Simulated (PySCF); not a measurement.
PySCF input (B3PW91/6-31G* (5d)):

```python
from pyscf import gto, dft

mol = gto.M(
    atom='''
    Li   -0.00000000   -0.00000000   -1.36098014
    Li    0.00000000    0.00000000    1.36098014
    ''',
    basis='6-31g*',
    charge=0,
    spin=0,
    verbose=4,
)

mf = dft.RKS(mol, xc='b3pw91')
mf.grids.level = 3
mf.conv_tol = 1e-9
mf.max_cycle = 100
mf.max_memory = 1500
mf.kernel()
if not mf.converged:
    mf = mf.newton()
    mf.kernel(mf.make_rdm1())
mf.dip_moment()
```

Q: What final total energy does it give?

A: -14.99520 Eh.
